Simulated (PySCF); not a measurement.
# TPSSh/cc-pVDZ run of C3H3FS (SMILES C=C1SC1F)

What is the vertical ionisation energy of C3H3FS at TPSSh/cc-pVDZ? Input form: a Python script.

The calculation is run with PySCF 2.14.0.

### Step 1. The system as given

The species is C3H3FS (8 atoms), meant as a singlet with charge 0. As SMILES, `C=C1SC1F`. The coordinates come from a PBE0-D4/def2-TZVP relaxation.

Bond lengths: C1–C2 1.318 Å, C2–S3 1.735 Å, C2–C4 1.442 Å, S3–C4 1.820 Å, C4–F5 1.351 Å, C1–H6 1.083 Å, C1–H7 1.082 Å, C4–H8 1.086 Å. Some angles: C1–C2–S3 145.0°, C1–C2–C4 145.8°, S3–C2–C4 69.2°, C2–S3–C4 47.8°, C2–C4–S3 63.0°, C2–C4–F5 119.1°, S3–C4–F5 118.0°, C2–C1–H6 119.8°, C2–C1–H7 121.7°, C2–C4–H8 121.9°.

### Step 2. The energy at TPSSh/cc-pVDZ

File input.py:

```python
from pyscf import gto, dft

mol = gto.M(
    atom=[
    ('C', (-0.031500, 1.391600, 0.301800)),
    ('C', (0.314700, 0.155900, -0.000300)),
    ('S', (1.613000, -0.867900, -0.524600)),
    ('C', (-0.139400, -1.203000, -0.166100)),
    ('F', (-0.953200, -1.501200, -1.202400)),
    ('H', (-1.053900, 1.611100, 0.585100)),
    ('H', (0.679900, 2.206300, 0.267300)),
    ('H', (-0.337300, -1.850000, 0.683400)),
],
    basis='cc-pvdz',
    verbose=3,
    charge=0,
    max_memory=1860,
    spin=0,
)

ks = dft.RKS(mol, xc='tpssh')
ks.grids.level = 5
ks.conv_tol = 1e-10
ks.kernel()
if not ks.converged:
    ks = ks.newton().run(ks.mo_coeff, ks.mo_occ)

energy = ks.e_tot
print('E = %.10f Eh' % energy)
```

Started as:

```
$ OMP_NUM_THREADS=1 python input.py
```

Output:

```text
converged SCF energy = -614.130751328945
E = -614.1307513289 Eh
```

Wall time 47 s (1 thread of Arm Neoverse V2, shared host); peak memory 0.47 GiB.

### Step 3. The doublet cation, same level

File input.py:

```python
from pyscf import gto, dft

mol = gto.M(
    atom='''
C       -0.031500       1.391600       0.301800
C        0.314700       0.155900      -0.000300
S        1.613000      -0.867900      -0.524600
C       -0.139400      -1.203000      -0.166100
F       -0.953200      -1.501200      -1.202400
H       -1.053900       1.611100       0.585100
H        0.679900       2.206300       0.267300
H       -0.337300      -1.850000       0.683400
''',
    charge=1,
    spin=1,
    verbose=3,
    max_memory=1860,
    basis='cc-pvdz',
)

ks = dft.UKS(mol, xc='tpssh')
ks.conv_tol = 1e-10
ks.grids.level = 5
ks.kernel()
if not ks.converged:
    ks = ks.newton().run(ks.mo_coeff, ks.mo_occ)

etot = ks.e_tot
print('Final energy', etot)
```

Started as:

```
$ OMP_NUM_THREADS=1 python input.py
```

Output:

```text
WARN: HOMO -0.267731874313172 >= LUMO -0.267731874313174

converged SCF energy = -613.804974292462  <S^2> = 0.76639824  2S+1 = 2.0163316
Final energy -613.8049742924617
```

Wall time 1.8 min (1 thread of Arm Neoverse V2, shared host); peak memory 0.51 GiB.

### Step 4. What came out

Level: TPSSh/cc-pVDZ.

```
                                          quantity          value
                      singlet C3H3FS: total energy  -614.13075 Eh
                     singlet C3H3FS: dipole moment         1.43 D
                       singlet C3H3FS: HOMO energy       -6.11 eV
                       singlet C3H3FS: LUMO energy       -0.77 eV
                     singlet C3H3FS: HOMO–LUMO gap        5.34 eV
                      doublet cation: total energy  -613.80497 Eh
doublet cation: HOMO energy (highest over α and β)      -13.80 eV
 doublet cation: LUMO energy (lowest over α and β)      -11.59 eV
                              doublet cation: ⟨S²⟩          0.766
vertical ionisation energy (to the doublet cation)       8.865 eV
```

Removing an electron at fixed nuclei costs 8.86 eV (204 kcal/mol). −ε(HOMO) before ionisation, 6.11 eV, is 2.75 eV below this ionisation energy.
